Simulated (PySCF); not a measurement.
A species of formula C4H7ClO has this rotational fingerprint, computed with PySCF, PBE0-D3(BJ)/def2-SVP geometry optimisation, gas phase:

- Rotational constants: A = 4385, B = 2075, C = 1581 MHz
- Dipole components: |μa| = 2.06 D, |μb| = 1.73 D, |μc| = 0.70 D
- Inertial defect: -39.27 u·Å²
- κ: -0.65

**Question.** Which structure is it? (One computed conformer of each.)
A. `[CH3:1][O:2][C@@H:3]1[CH2:4][C@H:5]1[Cl:6]` with C1–O2–C3–C4 155°
B. `[Cl:1][C@@H:2]1[CH2:3][CH2:4][O:5][CH2:6]1` with Cl1–C2–C3–C4 -105°, C2–C3–C4–O5 -35°, C3–C4–O5–C6 44°, C4–O5–C6–C2 -35°
C. `[CH3:1][CH:2]([CH3:3])[C:4](=[O:5])[Cl:6]` with C1–C2–C4–O5 113°

**Answer.** C. It is CC(C)C(=O)Cl, an asymmetric top, point group C1. The candidates at the same level (rigid rotor, commonest isotopes):

```
            SMILES  A (MHz)  B (MHz)  C (MHz)  μa (D)  μb (D)  μc (D)  Δ (u·Å²)  point group           rotor
      CC(C)C(=O)Cl     4385     2075     1581    2.06    1.73    0.70    -39.27           C1  asymmetric top
CO[C@@H]1C[C@H]1Cl     5883     1639     1371    1.08    0.29    0.08    -25.53           C1  asymmetric top
    Cl[C@@H]1CCOC1     6059     2027     1747    0.45    0.82    0.79    -43.46           C1  asymmetric top
```

`CO[C@@H]1C[C@H]1Cl` has A 34 % too high; `Cl[C@@H]1CCOC1` has A 38 % too high. No structure here is proved a minimum.
